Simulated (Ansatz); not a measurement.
**C4H7NO: one species, many methods**

One table from this session's results is given with a row withheld; the runs are named, their logs left out.

Method: functionals in def2-TZVPP, the program's frozen cores in correlated methods; program: Ansatz 0.2.0, Gaussian basis.

Plan: LDA (SPW92), PBE-D4, revPBE-D4, BLYP-D4, r2SCAN-D4, B97M-V, PBE0-D4, B3LYP-D4, r2SCANh-D4, r2SCAN0-D4, HSE06-D4, BHLYP-D4, CAM-B3LYP-D4, LC-ωPBE, ωB97X-V, ωB97M-V, B2PLYP, PBE-QIDH; CCSD(T)/def2-SVP; CCSD(T)/def2-TZVPP; MP2/def2-QZVPP; extrapolation to the limit; RPA on PBE.

### The relaxed structure

An earlier PBE0-D4 in a triple-zeta def2 set relaxation fixed the geometry.

SMILES `C=C(C)C(N)=O`, 13 atoms, charge 0, spin multiplicity 1.

Atoms are counted from 1 here; the program's logs count them from 0.

Bond lengths: C1–C2 1.330 Å, C1–H7 1.084 Å, C1–H8 1.084 Å, C2–C3 1.491 Å, C2–C4 1.500 Å, C3–H9 1.090 Å, C3–H10 1.094 Å, C3–H11 1.092 Å, C4–N5 1.358 Å, C4–O6 1.215 Å, N5–H12 1.003 Å, N5–H13 1.005 Å. Angles: C2–C1–H7 121.1°, C2–C1–H8 122.1°, H7–C1–H8 116.8°, C1–C2–C3 123.8°, C1–C2–C4 121.4°, C3–C2–C4 114.7°, C2–C3–H9 111.2°, C2–C3–H10 110.9°, C2–C3–H11 109.8°, H9–C3–H10 108.9°, H9–C3–H11 109.6°, H10–C3–H11 106.4°, C2–C4–N5 116.3°, C2–C4–O6 121.3°, N5–C4–O6 122.4°, C4–N5–H12 120.9°, C4–N5–H13 117.3°, H12–N5–H13 118.8°.

As a file:

```mol
C4H7NO
  3D, bonds by distance, orders not assigned

 13 12  0  0  0  0  0  0  0  0999 V2000
    0.1371   -1.0384   -1.1035 C   0  0
    0.1535   -0.3600    0.0408 C   0  0
    0.9636   -0.7563    1.2283 C   0  0
   -0.7337    0.8299    0.2556 C   0  0
   -1.0235    1.5708   -0.8452 N   0  0
   -1.1771    1.0965    1.3546 O   0  0
    0.7467   -1.9254   -1.2367 H   0  0
   -0.5092   -0.7615   -1.9284 H   0  0
    1.5245   -1.6708    1.0352 H   0  0
    1.6637    0.0371    1.5051 H   0  0
    0.3086   -0.9036    2.0894 H   0  0
   -0.4845    1.4779   -1.6857 H   0  0
   -1.5696    2.4039   -0.7094 H   0  0
  1  2  8  0
  2  3  8  0
  2  4  8  0
  4  5  8  0
  4  6  8  0
  1  7  8  0
  1  8  8  0
  3  9  8  0
  3 10  8  0
  3 11  8  0
  5 12  8  0
  5 13  8  0
M  END
```

The first run:

File in.yaml:

```yaml
crystal:
  periodic: [false, false, false]
  atoms:
    - {symbol: C, position_ang: [0.137126, -1.038423, -1.103506]}
    - {symbol: C, position_ang: [0.153464, -0.359978, 0.040759]}
    - {symbol: C, position_ang: [0.963604, -0.756289, 1.228292]}
    - {symbol: C, position_ang: [-0.733662, 0.829892, 0.255591]}
    - {symbol: N, position_ang: [-1.023517, 1.570755, -0.845172]}
    - {symbol: O, position_ang: [-1.177118, 1.096474, 1.354612]}
    - {symbol: H, position_ang: [0.746685, -1.925390, -1.236675]}
    - {symbol: H, position_ang: [-0.509228, -0.761478, -1.928365]}
    - {symbol: H, position_ang: [1.524506, -1.670781, 1.035165]}
    - {symbol: H, position_ang: [1.663669, 0.037106, 1.505062]}
    - {symbol: H, position_ang: [0.308571, -0.903648, 2.089352]}
    - {symbol: H, position_ang: [-0.484468, 1.477853, -1.685738]}
    - {symbol: H, position_ang: [-1.569625, 2.403899, -0.709365]}
basis:
  gaussian: {orbitals: def2-TZVPP}
hamiltonian: {xc: lda}
output: {orbitals: {seedname: orbitals}}
```

The run is started by

```console
$ ansatz run in.yaml --threads 4 --pin off --events-out ev --progress --plain --max-ram 10444MiB
```

Steps of the session up to this table: LDA; PBE-D4 (GGA); revPBE-D4 (GGA); BLYP-D4 (GGA); r2SCAN-D4 (meta-GGA); B97M-V (meta-GGA); B3LYP-D4 (hybrid); r2SCANh-D4 (hybrid); r2SCAN0-D4 (hybrid); HSE06-D4 (hybrid); BHLYP-D4 (hybrid); CAM-B3LYP-D4 (range-separated); LC-ωPBE (range-separated); ωB97X-V (range-separated); ωB97M-V (range-separated); B2PLYP (double hybrid); PBE-QIDH (double hybrid).

One table of the session follows, with a row left open; its other results are not shown here.

It belongs to the step «Orbital energies across the functionals». 

| functional | HOMO (eV) | gap (eV) |
| --- | --- | --- |
| LDA (SPW92) | -5.96 | 3.90 |
| PBE-D4 | -5.76 | 3.95 |
| revPBE-D4 | -5.68 | 3.96 |
| BLYP-D4 | -5.68 | 3.99 |
| r2SCAN-D4 | ? | ? |
| B97M-V | -6.23 | 4.67 |
| PBE0-D4 | -7.40 | 6.55 |
| B3LYP-D4 | -7.15 | 6.07 |
| r2SCANh-D4 | -6.70 | 5.41 |
| r2SCAN0-D4 | -7.64 | 6.87 |
| HSE06-D4 | -7.00 | 5.76 |
| BHLYP-D4 | -8.79 | 9.01 |
| CAM-B3LYP-D4 | -8.89 | 9.16 |
| LC-ωPBE | -10.21 | 11.65 |
| ωB97X-V | -9.89 | 11.26 |
| ωB97M-V | -9.84 | 11.11 |

**Question.** Estimate the row for r2SCAN-D4.

Worked estimate for «HOMO (eV)». Against the share of exact exchange, r2SCANh-D4 (0.1, -6.70), r2SCAN0-D4 (0.25, -7.64) give a slope of -6.27 per unit share; at 0 the line stands at -6.07.

As computed: HOMO (eV): -6.08; gap (eV): 4.43. In «HOMO (eV)» the line misses by +0.01.
